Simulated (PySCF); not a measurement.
Work out the structure from these simulated measurements.

Elements present: C, H and S. Monoisotopic mass: 72.0034 u.

| Item | Value |
| --- | --- |
| Rotational structure | rotational constants A, B, C: 20.911, 3.167, 2.835 GHz [GFN2-xTB] |
| Polarisability | 57.0 au [B3LYP/def2-SVPD] |
| 1H NMR | chemical shifts (computed TMS as zero) by class: 3.22 (2 H), 2.14 (1 H), 1.85 (1 H) ppm [GIAO PBE0/pcSseg-1] |
| UV, first state | lowest singlet excitation: 5.17 eV (240 nm, f = 0.003) [TDDFT B3LYP/def2-SVPD] |
| UV, strongest line | among the 8 lowest singlet transitions: S2 at 5.74 eV (216 nm, f = 0.048) [TDDFT B3LYP/def2-SVPD] |
| NMR, other nuclei | isotropic shieldings of nuclei other than C and H, by class: 537 (1 S) ppm [GIAO PBE0/pcSseg-1] |
| 13C NMR | chemical shifts (computed TMS as zero) by class: 86.8 (1 C), 80.0 (1 C), 18.6 (1 C) ppm [GIAO PBE0/pcSseg-1] |
| Dipole | 1.16 D [B3LYP/def2-SVPD] |

Gas-phase values; electronic properties from PySCF, density fitting. Levels stand in brackets. One conformer (not necessarily the lowest) at the GFN2-xTB geometry, without solvent, vibrations or thermal averaging. Each NMR value is the plain mean over a class of atoms that symmetry, rotation or inversion makes alike.

Problem. Which formula fits the mass and the elements?

Solution. C3H4S (calculated 72.0034). No other formula that holds each of these elements comes within 0.0003 u with a fitting electron parity and a possible valence count.

Problem. Propose a structure and show how it fits.

Solution. Numbering: `[CH:1]#[C:2][CH2:3][SH:4]`. Its formula, C3H4S, gives 2 degrees of unsaturation: 0 rings and 2 π bonds in the structure found. 3 carbons fall into 3 classes; from least to most shielded: alkyne carbon [C2] (86.8 ppm), terminal alkyne carbon [C1] (80.0 ppm), sp3 carbon bound to sulfur [C3] (18.6 ppm). Hydrogen classes from least to most shielded: 2 H on an sp3 carbon bound to sulfur, C3 (3.22 ppm, a mean of values up to 0.8 ppm apart in this geometry), 1 H on a thiol sulfur, S4 (2.14 ppm), 1 H on a terminal alkyne carbon, C1 (1.85 ppm). The other shieldings belong to: 537 ppm, thiol sulfur [S4]. S1 is mainly HOMO→LUMO (weight 0.94); the largest Löwdin shares of the orbital it empties are 0.74 on the thiol sulfur, 0.08 on the sp3 carbon bound to sulfur, 0.06 on the S–H hydrogen and 0.05 on the alkyne carbon, of the orbital it fills 0.46 on the thiol sulfur, 0.15 on the sp3 carbon bound to sulfur, 0.13 on the alkyne carbon and 0.13 on the terminal alkyne carbon. By its constants the optimised geometry is an asymmetric top. Structure: `C#CCS` (2-propyne-1-thiol). Computed isomers that give other values at the same levels: `C=CC=S` (rotational constant A: 46.587 GHz; this holds for the one conformer computed). The assignments are read from this structure; whether some other isomer fits the data as well wasn't checked.

The values belong to the conformer `[CH:1]#[C:2][CH2:3][SH:4]`: H–S4–C3–C2 -56°.
